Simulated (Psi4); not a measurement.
# B2PLYP/cc-pVTZ run of [AlH4]− (SMILES [H][Al-]([H])([H])[H])

What is the vertical ionisation energy of [AlH4]− at B2PLYP/cc-pVTZ? 

Program for the calculation: Psi4 1.11.

2 further runs of the same task are left out: 1 that didn't finish, 1 set aside as unsound or not needed.

**1. The system as given**

[AlH4]−: 5 atoms, total charge -1, spin state singlet. SMILES: `[H][Al-]([H])([H])[H]`. The shape comes from GFN2-xTB, which is rough for such elements, and wasn't checked as a minimum.

Bond lengths: Al1–H2 1.627 Å, Al1–H3 1.628 Å, Al1–H4 1.628 Å, Al1–H5 1.628 Å. Angles: H2–Al1–H3 109.3°, H2–Al1–H4 109.4°, H2–Al1–H5 109.6°, H3–Al1–H4 109.3°, H3–Al1–H5 109.5°, H4–Al1–H5 109.6°.

**2. A single-point energy at B2PLYP/cc-pVTZ**

Contents of alh4.xyz:

```xyz
5
AlH4
Al    -0.001450    -0.001080    -0.000010
H      0.012860    -0.019320     1.627070
H      1.530040     0.013000    -0.552880
H     -0.773910     1.334120    -0.520140
H     -0.767540    -1.326720    -0.554050
```

Contents of alh4.py:

```python
import psi4

psi4.set_memory(1600000000)
psi4.set_num_threads(1)
psi4.core.set_output_file('psi4.out', False)

with open('alh4.xyz') as f:
    atoms = ''.join(f.readlines()[2:])
geom = psi4.geometry('-1 1\n' + atoms + 'symmetry c1')

psi4.set_options({
    'puream': True,
    'e_convergence': 1e-09,
    'd_convergence': 1e-08,
    'scf_type': 'pk',
    'dft_radial_points': 99,
    'dft_spherical_points': 590,
    'num_frozen_docc': 5,
})

result = psi4.energy("b2plyp/cc-pVTZ")
print(f'total energy {result:.8f} hartree = {result * 27.211386:.5f} eV')
```

The run is started by

```console
$ python alh4.py
```

psi4.out:

```text
[...]
  Running in c1 symmetry.
[...]
  Nuclear repulsion =   18.097726282604977
[...]
  Multiplicity = 1
[...]
  Nalpha       = 9
  Nbeta        = 9
[...]
    Number of basis functions: 90
[...]
   @RKS iter   1:  -244.63305657599929   -5.52546e-01   2.69803e-03 DIIS/ADIIS
[...]
   @RKS iter   8:  -244.68217932946465   -1.76215e-12   9.65465e-10 DIIS
[...]
    Orbital Energies [Eh]
    ---------------------
    Doubly Occupied:
       1A    -56.800997     2A     -4.185635     3A     -2.639827
       4A     -2.639823     5A     -2.639815     6A     -0.268049
       7A     -0.124539     8A     -0.124303     9A     -0.124064
[...]
  @RKS Final Energy:  -244.68217932946465
   => Energetics <=
    Nuclear Repulsion Energy =             18.0977262826049774
    One-Electron Energy =                -379.5247643876213033
    Two-Electron Energy =                 126.4454581594967948
    DFT Exchange-Correlation Energy =      -9.7005993839450984
    Empirical Dispersion Energy =           0.0000000000000000
    VV10 Nonlocal Energy =                  0.0000000000000000
    Total Energy =                       -244.6821793294646170
[...]
 Multipole Moments:
 ------------------------------------------------------------------------------------
     Multipole            Electronic (a.u.)      Nuclear  (a.u.)        Total (a.u.)
 ------------------------------------------------------------------------------------
 L = 1.  Multiply by 2.5417464519 to convert [e a0] to [Debye]
 Dipole X            :         -0.0113269            0.0061317           -0.0051952
 Dipole Y            :         -0.0082000            0.0045670           -0.0036330
 Dipole Z            :          0.0004201            0.0000338            0.0004539
 Magnitude           :                                                    0.0063557
[...]
```

On the terminal:

```text
Memory set to   1.490 GiB by Python driver.
  Threads set to 1 by Python driver.
total energy -244.72486457 hartree = -6659.30275 eV
```

Run time: 11 s. Hardware: 1 thread of AMD EPYC 7R43 (Zen 3), shared host; peak memory 0.87 GiB.

**3. Doublet neutral AlH4, same level**

Contents of alh4.py:

```python
import psi4

psi4.set_memory('1600 MB')
psi4.set_num_threads(1)
psi4.core.set_output_file('alh4.out', False)

molecule = psi4.geometry("""
0 2
Al    -0.001450    -0.001080    -0.000010
H      0.012860    -0.019320     1.627070
H      1.530040     0.013000    -0.552880
H     -0.773910     1.334120    -0.520140
H     -0.767540    -1.326720    -0.554050
symmetry c1
no_reorient
no_com
""")

psi4.set_options({
    'basis': 'cc-pVTZ',
    'reference': 'uks',
    'puream': True,
    'e_convergence': 1e-09,
    'd_convergence': 1e-08,
    'scf_type': 'pk',
    'dft_radial_points': 99,
    'dft_spherical_points': 590,
    'num_frozen_docc': 5,
    'maxiter': 200,
})

e, wfn = psi4.energy("b2plyp", molecule=molecule, return_wfn=True)
print(f'b2plyp energy: {e:.10f} Eh')
```

The run is started by

```console
$ python alh4.py
```

alh4.out:

```text
[...]
  Running in c1 symmetry.
[...]
  Nuclear repulsion =   18.097726282604977
[...]
  Multiplicity = 2
[...]
  Nalpha       = 9
  Nbeta        = 8
[...]
    Number of basis functions: 90
[...]
   @UKS iter   1:  -244.48902965149907   -4.08519e-01   2.09746e-03 DIIS/ADIIS
[...]
   @UKS iter  40:  -244.51788460502314   -2.15721e-11   1.41618e-09 DIIS
[...]
   @S^2 Observed:                7.686277566E-01
[...]
    Orbital Energies [Eh]
    ---------------------
    Alpha Occupied:
       1A    -57.063036     2A     -4.447319     3A     -2.906412
       4A     -2.899270     5A     -2.898953     6A     -0.581224
       7A     -0.444883     8A     -0.369579     9A     -0.343232
    Alpha Virtual:
      10A      0.060652    11A      0.060980    12A      0.062468
      13A      0.125757    14A      0.172454    15A      0.176056
      16A      0.177624    17A      0.192566    18A      0.202605
      19A      0.203951    20A      0.298078    21A      0.322963
      22A      0.330875    23A      0.445808    24A      0.494154
      25A      0.499783    26A      0.509251    27A      0.622226
[...]
  @UKS Final Energy:  -244.51788460502314
   => Energetics <=
    Nuclear Repulsion Energy =             18.0977262826049774
    One-Electron Energy =                -375.0711416529931057
    Two-Electron Energy =                 122.0278517772006524
    DFT Exchange-Correlation Energy =      -9.5723210118356619
    Empirical Dispersion Energy =           0.0000000000000000
    VV10 Nonlocal Energy =                  0.0000000000000000
    Total Energy =                       -244.5178846050231414
[...]
 Multipole Moments:
 ------------------------------------------------------------------------------------
     Multipole            Electronic (a.u.)      Nuclear  (a.u.)        Total (a.u.)
 ------------------------------------------------------------------------------------
 L = 1.  Multiply by 2.5417464519 to convert [e a0] to [Debye]
 Dipole X            :          0.9408667           -0.0328812            0.9079855
 Dipole Y            :          0.1953119           -0.0244909            0.1708211
 Dipole Z            :         -0.2110015           -0.0002457           -0.2112472
 Magnitude           :                                                    0.9477567
[...]
```

The script printed:

```text
Memory set to   1.490 GiB by Python driver.
  Threads set to 1 by Python driver.
b2plyp energy: -244.5538152673 Eh
```

Run time: 58 s. Hardware: 1 thread of AMD EPYC 7R43 (Zen 3), shared host; peak memory 0.87 GiB.

**4. Results**

Level: B2PLYP/cc-pVTZ, 5 core orbitals frozen.

| quantity | value |
| --- | --- |
| singlet [AlH4]−: total energy | -244.72486 Eh |
| singlet [AlH4]−: HOMO energy (SCF part's orbitals) | -3.38 eV |
| singlet [AlH4]−: LUMO energy (SCF part's orbitals) | 6.93 eV |
| singlet [AlH4]−: HOMO–LUMO gap (to an unbound level, set by the basis) | 10.31 eV |
| doublet neutral AlH4: total energy | -244.55382 Eh |
| doublet neutral AlH4: HOMO energy (SCF part's orbitals) (highest over α and β) | -9.00 eV |
| doublet neutral AlH4: LUMO energy (SCF part's orbitals) (lowest over α and β) | -5.60 eV |
| doublet neutral AlH4: ⟨S²⟩ | 0.769 |
| vertical detachment energy (to the doublet neutral) | 4.654 eV |

**Reading.** Removing an electron at fixed nuclei costs 4.65 eV (449 kJ/mol). The negative HOMO energy of the first species, 3.38 eV, lies 1.28 eV below that difference.
